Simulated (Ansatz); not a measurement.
A relaxed structure of Al. Space group Fm-3m (No. 225), fcc (Cu type). Level of theory: PBE (plane waves to 420 eV, PAW, scalar-relativistic; Ansatz, an electronic-structure program).

```xyz
1
Lattice="-1.4281 1.4286 2.0204 1.4281 -1.4286 2.0204 1.4281 1.4286 -2.0204" Properties=species:S:1:pos:R:3 pbc="T T T"
Al     0.0000     0.0000     0.0000
```

- Volume per atom: 16.49 Å³
- Band gap: no gap (metallic)
- Shortest distances: Al–Al 2.86 Å
- k-mesh: 23×23×23

No spin polarisation in the result.

Measured for Al: a 4.018 Å (static lattice; corrected from measurement; as listed in Daniel Mejia-Rodriguez, S. B. Trickey, Phys. Rev. B (2018)). Computed minus measured — a: PBE +0.6 %. The computed values are for a static lattice.

The run could not lose the symmetry of its start.

It was reached from a disturbed copy of a P6/mmm (No. 191) cell, against which it lies -0.11 eV/atom.
